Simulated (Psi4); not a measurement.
**BFH2Si (SMILES B[Si]F): a chain of runs**

We compute a geometry optimisation (UM06-2X/6-311G**), then vibrational wavenumbers, then the energy (UMP2/cc-pVTZ) of BFH2Si. 

Program for the calculation: Psi4 1.11.

## (1) The molecule

BFH2Si: 5 atoms, total charge 0, spin state triplet. As SMILES, `B[Si]F`. The shape comes from GFN2-xTB, which is rough for such elements, and wasn't checked as a minimum. The run starts from this shape.

Bond lengths: B1–Si2 1.877 Å, Si2–F3 1.654 Å, B1–H4 1.171 Å, B1–H5 1.174 Å. Angles: B1–Si2–F3 118.5°, Si2–B1–H4 120.0°, Si2–B1–H5 119.8°, H4–B1–H5 120.2°.

## (2) A structure relaxation at UM06-2X/6-311G(d,p) (density fitting) (run 1)

Contents of job.dat:

```
memory 1600 mb

molecule system {
  0 3
  B      0.234950     0.685700    -0.124130
  Si    -0.890020    -0.807470    -0.293660
  F     -0.519870    -2.176130     0.558950
  H     -0.000350     1.667090    -0.717680
  H      1.175290     0.630810     0.576520
}

set {
  basis 6-311G**
  reference uks
  geom_maxiter 60
}

result, w = optimize('m06-2x', return_wfn=True)
```

Started as:

```bash
$ psi4 -n 1 job.dat job.out
```

job.out:

```text
Psi4 1.11 release

gradient() will perform analytic gradient computation.

   => Loading Basis Set <=

    Name: 6-311G**
    Role: ORBITAL
    Keyword: BASIS

         ---------------------------------------------------------
                                   SCF
                              UKS Reference
                        1 Threads,   1525 MiB Core
         ---------------------------------------------------------

  ==> Geometry <==

    Molecular point group: c1
    Full point group: C1

    Geometry (in Angstrom), charge = 0, multiplicity = 3:

[... 219 lines left out ...]
  @DF-UKS Final Energy:  -415.29979392522739
[... 345 lines left out ...]
    One-Electron Energy =                -735.2977735420390673
[... 274 lines left out ...]
    DFT Exchange-Correlation Energy =     -17.2167917729374729
[... 274 lines left out ...]
    Empirical Dispersion Energy =           0.0000000000000000
[... 274 lines left out ...]
    Total Energy =                       -415.3020474453010138
[... 328 lines left out ...]
    Weights Tolerance      =       1.00E-15
[... 353 lines left out ...]
	  Convergence Criteria     1.00e-06 *    3.00e-04 *             o    1.20e-03 *             o
[... 4 lines left out ...]
Next Geometry in Ang
	Fragment 1 (Ang)

	    B   0.7718091195   1.6180426834  -0.1386223654
	   Si  -0.3757007380   0.0726716549  -0.3020628808
	    F  -0.0102330738  -1.2612914098   0.5344394908
	    H   0.4843900098   2.5837680395  -0.7607689657
	    H   1.7073066826   1.5055632113   0.5841497976

    Final optimized geometry and variables:
    Molecular point group: c1
    Full point group: C1

    Geometry (in Angstrom), charge = 0, multiplicity = 3:

    B            0.772071043332     1.618014750358    -0.138283340304
    SI          -0.375243136414     0.072811565651    -0.301904655241
    F           -0.011096069295    -1.261789288373     0.534093383409
    H            0.483935305653     2.583210794879    -0.760860456071
    H            1.707904856836     1.506506356747     0.584090144634

    Psi4 run time: 0:00:38.99

[set-up sections that repeat, and orbital energies of the middle runs, are left out above]
```

On the terminal:

```text
Optimizer: Optimization complete!
```

Run time: 40 s. Hardware: 1 thread of Intel Xeon 6975P-C (Granite Rapids), shared host; peak memory 0.71 GiB.

Step by step:

```tsv
step	energy from the first frame kept (eV)	largest force (eV/Å)
0	0.0000	1.6913
1	-0.0532	0.4408
2	-0.0595	0.1711
3	-0.0497	0.3394
4	-0.0613	0.0583
5	-0.0615	0.0223
6	-0.0615	0.0118
```

After the run. Bond lengths: B1–Si2 1.932 Å, Si2–F3 1.616 Å, B1–H4 1.184 Å, B1–H5 1.187 Å. Angles: B1–Si2–F3 118.9°, Si2–B1–H4 117.6°, Si2–B1–H5 116.4°, H4–B1–H5 126.0°.

## (3) The harmonic vibrations at UM06-2X/6-311G(d,p) (density fitting) (run 2)

Contents of calc.inp:

```
memory 1600 mb

molecule {
  0 3
  B
  Si 1 r2
  F 2 r3 1 a3
  H 1 r4 2 a4 3 d4
  H 1 r5 4 a5 2 d5

  r2 = 1.931517
  r3 = 1.616371
  a3 = 118.87527
  r4 = 1.184157
  a4 = 117.58062
  d4 = 179.99572
  r5 = 1.187451
  a5 = 126.02546
  d5 = 179.97354
  units angstrom
}

set globals {
  basis 6-311G**
  reference uks
  t 298.15
  rotational_symmetry_number 1
}

E, wfn = frequencies('m06-2x', return_wfn=True)
```

Started as:

```bash
$ psi4 calc.inp calc.out -n 1
```

calc.out:

```text
Psi4 1.11 release

         ----------------------------------------------------------
                                   FINDIF
         ----------------------------------------------------------

[... 712 lines left out ...]
   @DF-UKS iter  12:  -415.30205399688009   -1.91562e-10   3.45342e-08 DIIS
[... 847 lines left out ...]
   @DF-UKS iter   4:  -415.30167448085751   -1.07257e-03   3.01778e-04 DIIS/ADIIS
[... 736 lines left out ...]
    Weights Tolerance      =       1.00E-15
[... 782 lines left out ...]
    Two-Electron Energy =                 256.5374641472639610
[... 837 lines left out ...]
   @S^2 Expected:                2.000000000E+00
[... 839 lines left out ...]
   @DF-UKS iter   9:  -415.30205119036702   -1.39380e-06   2.22257e-06 DIIS
[... 890 lines left out ...]
    Translational S                         38.195 [cal/(mol K)]      159.809 [J/(mol K)]       0.06086814 [mEh/K] (mol. weight = 60.0003 [u], P = 101325.00 [Pa])
[... 49 lines left out ...]
  Gibbs free energy, G = H - T * S
    Electronic contrib to G beyond E_e      -0.651 [kcal/mol]       -2.723 [kJ/mol]      -0.00103729 [Eh]
    Translational contrib to G              -9.907 [kcal/mol]      -41.450 [kJ/mol]      -0.01578737 [Eh]
    Rotational contrib to G                 -5.978 [kcal/mol]      -25.011 [kJ/mol]      -0.00952622 [Eh]
    Vibrational contrib to G                13.773 [kcal/mol]       57.627 [kJ/mol]       0.02194899 [Eh]
  Correction G                              -2.762 [kcal/mol]      -11.557 [kJ/mol]      -0.00440191 [Eh]
  Total G, Gibbs energy at  298.15 [K]                                                 -415.30645602 [Eh]
  *** Absolute Gibbs energy, not a free energy of formation ***

    Psi4 run time: 0:02:47.41

[set-up sections that repeat, and orbital energies of the middle runs, are left out above]
```

Standard output:

```text
Warning: used thermodynamics relations inappropriate for low-frequency modes: ['205.4226' '373.4442' '595.8753']
```

Wall time 2.8 min (1 thread of Intel Xeon 6975P-C (Granite Rapids), shared host); peak memory 0.69 GiB.

## (4) The energy at UMP2/cc-pVTZ (density fitting, density fitting for correlation) (run 3)

Contents of bfh2si.sdf:

```

     RDKit          3D

  5  4  0  0  0  0  0  0  0  0999 V2000
    0.2553    0.7169   -0.1234 B   0  0  0  0  0  0  0  0  0  0  0  0
   -0.8920   -0.8283   -0.2870 Si  0  0  0  0  0  2  0  0  0  0  0  0
   -0.5279   -2.1629    0.5490 F   0  0  0  0  0  0  0  0  0  0  0  0
   -0.0328    1.6821   -0.7460 H   0  0  0  0  0  0  0  0  0  0  0  0
    1.1911    0.6054    0.5990 H   0  0  0  0  0  0  0  0  0  0  0  0
  2  1  1  0
  3  2  1  0
  4  1  1  0
  5  1  1  0
M  RAD  1   2   3
M  END
$$$$
```

Contents of job.py:

```python
import psi4
from rdkit import Chem

psi4.set_memory('1600 MB')
psi4.set_num_threads(1)
psi4.core.set_output_file('output.dat', False)

rd = Chem.SDMolSupplier('bfh2si.sdf', removeHs=False, sanitize=False)[0]
xyz = rd.GetConformer().GetPositions()
atoms = '\n'.join(f'{a.GetSymbol()} {x:.4f} {y:.4f} {z:.4f}' for a, (x, y, z) in zip(rd.GetAtoms(), xyz))
m = psi4.geometry('0 3\n' + atoms + '\nsymmetry c1')

psi4.set_options({
    'reference': 'uhf',
    'freeze_core': True,
})

energy_value = psi4.energy("mp2/cc-pVTZ")
print(f'total energy {energy_value:.8f} hartree = {energy_value * 27.211386:.5f} eV')
for k, v in sorted(psi4.core.scalar_variables().items()):
    print(f'{k:45s} {v:18.10f}')
```

Started as:

```bash
$ python job.py
```

output.dat:

```text
SCF Algorithm Type (re)set to DF.

   => Loading Basis Set <=

    Name: CC-PVTZ
    Role: ORBITAL
    Keyword: BASIS

         ---------------------------------------------------------
                                   SCF
                              UHF Reference
                        1 Threads,   1525 MiB Core
         ---------------------------------------------------------

  ==> Geometry <==

    Molecular point group: c1
    Full point group: C1

    Geometry (in Angstrom), charge = 0, multiplicity = 3:

[... 92 lines left out ...]
                           Total Energy        Delta E     RMS |[F,P]|
[... 7 lines left out ...]
   @DF-UHF iter   6:  -414.24543712975958   -4.16485e-04   5.76772e-05 DIIS
[... 6 lines left out ...]
   @DF-UHF iter  13:  -414.24602396665284   -1.79983e-09   8.34974e-08 DIIS
[... 9 lines left out ...]
   @S^2 Observed:                2.009246931E+00
[... 53 lines left out ...]
    Two-Electron Energy =                 240.2437020334840554
[... 63 lines left out ...]
	 Same-Spin Energy          =      -0.1043200744632574 [Eh]
[... 11 lines left out ...]
	 SCS Total Energy          =    -414.6763567980113407 [Eh]
[... 2 lines left out ...]
	total time  =          0 seconds =       0.00 minutes
```

Standard output:

```text
total energy -414.67997694 hartree = -11284.01692 eV
CURRENT CORRELATION ENERGY                         -0.4339529686
CURRENT ENERGY                                   -414.6799769355
CURRENT REFERENCE ENERGY                         -414.2460239669
CUSTOM SCS-MP2 CORRELATION ENERGY                  -0.4303328311
CUSTOM SCS-MP2 TOTAL ENERGY                      -414.6763567980
DD SOLVATION ENERGY                                 0.0000000000
HF KINETIC ENERGY                                 414.1761822495
HF POTENTIAL ENERGY                              -828.4222062165
HF TOTAL ENERGY                                  -414.2460239669
HF VIRIAL RATIO                                     2.0001686280
MP2 CORRELATION ENERGY                             -0.4339529686
MP2 DOUBLES ENERGY                                 -0.4339529686
MP2 OPPOSITE-SPIN CORRELATION ENERGY               -0.3296328941
MP2 SAME-SPIN CORRELATION ENERGY                   -0.1043200745
MP2 SINGLES ENERGY                                 -0.0000000000
MP2 TOTAL ENERGY                                 -414.6799769355
NUCLEAR REPULSION ENERGY                           81.0686506408
ONE-ELECTRON ENERGY                              -735.5583766412
PCM POLARIZATION ENERGY                             0.0000000000
PE ENERGY                                           0.0000000000
SCF ITERATION ENERGY                             -414.2460239669
SCF ITERATIONS                                     16.0000000000
SCF TOTAL ENERGY                                 -414.2460239669
SCS-MP2 CORRELATION ENERGY                         -0.4303328311
SCS-MP2 TOTAL ENERGY                             -414.6763567980
TWO-ELECTRON ENERGY                               240.2437020335
```

Run time: 2.5 s. Hardware: 1 thread of Intel Xeon 6975P-C (Granite Rapids), shared host; peak memory 0.36 GiB.

## (5) Outcome

| quantity | value |
| --- | --- |
| run 1, UM06-2X/6-311G**: total energy at the end | -415.30205 Eh |
| run 1, UM06-2X/6-311G**: dipole moment | 1.39 D |
| run 1, UM06-2X/6-311G**: HOMO energy (highest over α and β) | -7.21 eV |
| run 1, UM06-2X/6-311G**: LUMO energy (lowest over α and β) | -2.72 eV |
| run 1, UM06-2X/6-311G**: ⟨S²⟩ | 2.005 |
| run 2, UM06-2X/6-311G**: lowest harmonic wavenumber | 205 cm⁻¹ |
| run 2, UM06-2X/6-311G**: highest harmonic wavenumber | 2754 cm⁻¹ |
| run 2, UM06-2X/6-311G**: zero-point energy | 59.6 kJ/mol |
| run 2, UM06-2X/6-311G**: ideal-gas entropy at 298.15 K (symmetry number 1 as used) | 67.8 cal/(mol K) |
| run 3, UMP2/cc-pVTZ: total energy | -414.67998 Eh |
| run 3, UMP2/cc-pVTZ: HOMO energy (Hartree–Fock orbitals) (highest over α and β) | -8.58 eV |
| run 3, UMP2/cc-pVTZ: LUMO energy (Hartree–Fock orbitals) (lowest over α and β) | 0.62 eV |
| run 3, UMP2/cc-pVTZ: correlation energy (7 core orbitals frozen) | -434.0 mEh |
| run 3, UMP2/cc-pVTZ: ⟨S²⟩ | 2.009 |

The optimisation (run 1, UM06-2X/6-311G**) took 7 steps and changed the energy by -0.062 eV. All 9 modes are real, so the shape is a minimum at this level.
